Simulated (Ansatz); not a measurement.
# CH4MgO: basis-set convergence

An exercise on one series of results from a longer session: the logs are not shown, and one member is left open.

Program: Ansatz 0.2.0, Gaussian basis. Level of theory: one geometry, several basis sets. These are calculated values, not measurements.

Plan: PBE0-D4/def2-SVP; ωB97M-V/def2-SVP; PBE0-D4/def2-QZVPP; ωB97M-V/def2-QZVPP; the functionals' def2-TZVPP values are taken from earlier runs.

## The geometry

All runs share one geometry, relaxed beforehand with PBE0-D4 in a triple-zeta def2 set.

SMILES `[CH3][Mg][OH]`, 7 atoms, charge 0, spin multiplicity 1.

Atoms are counted from 1 here; the program's logs count them from 0.

Bond lengths: C1–Mg2 2.073 Å, C1–H4 1.094 Å, C1–H5 1.094 Å, C1–H6 1.094 Å, Mg2–O3 1.764 Å, O3–H7 0.946 Å. Angles: Mg2–C1–H4 111.6°, Mg2–C1–H5 111.6°, Mg2–C1–H6 111.6°, H4–C1–H5 107.3°, H4–C1–H6 107.3°, H5–C1–H6 107.3°, C1–Mg2–O3 179.9°, Mg2–O3–H7 179.3°.

The first run:

The input, in.yaml:

```yaml
crystal:
  periodic: [false, false, false]
  atoms:
    - {symbol: C, position_ang: [-1.108909, 0.683633, -0.332942]}
    - {symbol: Mg, position_ang: [0.601306, -0.377118, 0.165441]}
    - {symbol: O, position_ang: [2.057084, -1.279543, 0.586870]}
    - {symbol: H, position_ang: [-1.916457, 0.018295, -0.652860]}
    - {symbol: H, position_ang: [-0.923011, 1.385667, -1.151308]}
    - {symbol: H, position_ang: [-1.483645, 1.264927, 0.514904]}
    - {symbol: H, position_ang: [2.834833, -1.763860, 0.824195]}
basis:
  gaussian: {orbitals: def2-SVP}
hamiltonian: {xc: pbe0, dispersion: d4}
output: {orbitals: {seedname: orbitals}}
```

The run is started by

```bash
> ansatz run in.yaml --threads 4 --pin off --events-out ev --progress --plain --max-ram 10444MiB
```

Among the steps run: PBE0-D4 in def2-SVP; ωB97M-V in def2-SVP; PBE0-D4 in def2-QZVPP; ωB97M-V in def2-QZVPP.

One table of the session follows, with a row left open; its other results are not shown here.

It belongs to the step «Functionals by basis». 

| functional | basis | HOMO (eV) |
| --- | --- | --- |
| PBE0-D4 | def2-SVP | -7.24 |
| PBE0-D4 | def2-TZVPP | -7.26 |
| PBE0-D4 | def2-QZVPP | -7.26 |
| ωB97M-V | def2-SVP | -9.49 |
| ωB97M-V | def2-TZVPP | -9.52 |
| ωB97M-V | def2-QZVPP | ? |

**Question.** Estimate the row for ωB97M-V, def2-QZVPP.

The run gave: HOMO (eV): -9.53. In the column «HOMO (eV)» it is the lowest.
